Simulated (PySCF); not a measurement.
Worked example for ethanesulfonic acid: homolysis of bond C1–C2

Structure: `CCS(=O)(=O)O` (C2H6O3S). Atom numbers as in the mapped SMILES `[CH3:1][CH2:2][S:3](=[O:4])(=[O:5])[OH:6]`.

These are calculated values, ωB97X-D3(BJ)/def2-TZVP in PySCF (grid level 2) at geometries from PBE0-D3(BJ)/def2-SVP. Thermal corrections: GFN2-xTB frequencies, unscaled, ideal gas at 298.15 K and 1 bar, quasi-RRHO entropy. These were taken at the GFN2-xTB minima.

Step: `CCS(=O)(=O)O` → CH3• + `[CH2]S(=O)(=O)O`.

```jsonl
{"species": "CCS(=O)(=O)O", "charge": "0", "multiplicity": "1", "E / Eh": "-703.920579"}
{"species": "CH3•", "charge": "0", "multiplicity": "2", "E / Eh": "-39.874772"}
{"species": "[CH2]S(=O)(=O)O", "charge": "0", "multiplicity": "2", "E / Eh": "-663.883976"}
```

Thermal terms, products less reactant: Δ(H − E) = -27.91 kJ/mol, Δ(G − E) = -80.76 kJ/mol. 1 Eh = 2625.50 kJ/mol.

Q: What are ΔE, ΔH and ΔG of this step?

A: ΔE = 0.161831 Eh = 424.89 kJ/mol; ΔH = 397.0 kJ/mol; ΔG = 344.1 kJ/mol, all in the gas phase at 298.15 K and 1 bar. The digits show the arithmetic; the method itself can be off by 10 kJ/mol or more.

Note: radicals beside a multiple bond are drawn in one resonance form, and their spin spreads.
